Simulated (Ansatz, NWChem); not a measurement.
C2H2 (acetylene): from total energies to a heat of formation

C2H2 has 4 atoms, charge 0, and is taken as a singlet. As SMILES, `C#C`. The shape is that of a PBE0-D4/def2-TZVP optimisation.

Total energies at HF/3-21G (NWChem 7.3.0); the atoms run unrestricted:

```tsv
species	state	energy (Eh)
C2H2	singlet	-76.395452
C	triplet	-37.481070
H	doublet	-0.496199
```

Harmonic wavenumbers at PBE0-D4/def2-TZVP, in cm⁻¹: 636, 636, 772, 772, 2084, 3427, 3528.

Measured heats of formation of the gaseous atoms at 298.15 K, in kJ/mol: C 716.9, H 218.0. Take 1 Eh = 2625.50 kJ/mol, 1 cm⁻¹ = 0.0119627 kJ/mol, RT = 2.479 kJ/mol.

Question: Work out the heat of formation of the gas at 298 K.

Answer: 
1. Electronic atomisation energy: 2 × (-37.481070) + 2 × (-0.496199) − (-76.395452) = 0.440914 Eh = 1157.6 kJ/mol.
2. Zero-point energy: half the sum of the wavenumbers, 5927.5 cm⁻¹ = 70.9 kJ/mol.
3. Thermal vibrational enthalpy, Σ hcν̃/(exp(hcν̃/kT) − 1): 1.2 kJ/mol. Translation, rotation and pV of a linear molecule: 3.5 RT = 8.7 kJ/mol.
4. The 4 free atoms carry 5/2 RT each: 24.8 kJ/mol.
5. Atomisation enthalpy at 298 K: 1157.6 − 70.9 − 1.2 − 8.7 + 24.8 = 1101.6 kJ/mol.
6. Sum of the atoms' heats of formation: 1869.8 kJ/mol. Heat of formation: 1869.8 − 1101.6 = +768.2 kJ/mol.

The tabulated value is +228.3 kJ/mol (Active Thermochemical Tables), so this level is off by +539.9 kJ/mol, or 32.9 % of the atomisation enthalpy. Hartree–Fock leaves out correlation, which is larger in the molecule than in the atoms, so it underbinds and puts the heat of formation too high. A basis without polarisation functions underbinds badly. Anharmonicity and any spin-orbit splitting of the molecule are left out.
